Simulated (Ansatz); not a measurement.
Input file:

```yaml
crystal:
  periodic: [false, false, false]
  atoms:
    - {symbol: Al, position_ang: [0.000000, 0.000000, -0.986167]}
    - {symbol: Ga, position_ang: [0.000000, 0.000000, -3.656667]}
    - {symbol: H, position_ang: [0.000000, 0.000000, 4.642833]}
basis:
  gaussian: {orbitals: 6-31G}
magnetization: {spin_polarized: false, initial_magnetization: 1}
correlation: {method: mp2, electrons: outside_noble_gas}
output: {forces: true}
```

```sh
$ ansatz run in.yaml --threads 1 --pin off --events-out ev --progress --plain --max-ram 2393MiB
```

Output:

```
422 factors; integrals over basis functions are off by at most 2.0e-4 eV
mean field evaluation 1: about -58913.4212 eV, gradient 1.1e1 eV
mean field evaluation 2: about -58913.4261 eV, gradient 1.1e1 eV
mean field evaluation 4: about -58913.7670 eV, gradient 9.0e0 eV
mean field evaluation 8: about -58918.6601 eV, gradient 3.3e0 eV
mean field evaluation 16: about -58918.7641 eV, gradient 1.6e-1 eV
mean field evaluation 32: about -58919.1772 eV, gradient 4.6e-4 eV
mean field evaluation 64: about -58918.8192 eV, gradient 5.1e-1 eV
mean field evaluation 96: about -58919.1300 eV, gradient 5.6e-1 eV
mean field evaluation 128: about -58918.7577 eV, gradient 6.4e0 eV
mean field evaluation 160: about -58906.1002 eV, gradient 1.5e1 eV
mean field -58919.17722012 eV, -2165.2398259866 hartree, gradient 1.6e-6 eV, S^2 0.750000; 12 other end points of the search recorded, 0 dependent functions left out
mean field evaluation 192: about -58920.0197 eV, gradient 3.5e-4 eV
unrestricted determinant -58920.01966822 eV, -2165.2707853835 hartree, S^2 1.7772
19 core orbitals not correlated: weight in the atoms' cores, before any rotation towards them, 0.999 or more for the frozen orbitals, at most 0.000 for the correlated occupied ones
reference -58919.17722012 eV, -2165.2398259866 hartree; 4, 3 occupied and 21, 22 virtual orbitals, 422 factors
second order -1.30054399 eV of doubles, -0.00002524 eV of singles
the calculation of the forces begins
Total energy: -58920.47778935 eV, -2165.2876210244 hartree
Atom 0 at     0.000000     0.000000    -0.986167 Å, force     0.000000     0.000000     1.659614 eV/Å
Atom 1 at     0.000000     0.000000    -3.656667 Å, force     0.000000    -0.000000    -1.658867 eV/Å
Atom 2 at     0.000000     0.000000     4.642833 Å, force    -0.000000    -0.000000    -0.000747 eV/Å
Dipole moment:     0.000000     0.000000    -0.047371 e Å
```

Forces (eV/Å):
```
Al   0.000  0.000  1.660
Ga   0.000  0.000 -1.659
H    0.000  0.000 -0.001
```

Ran on 1 thread of Arm Neoverse V2, shared host: 2.9 s wall, 0.21 GiB peak host memory.
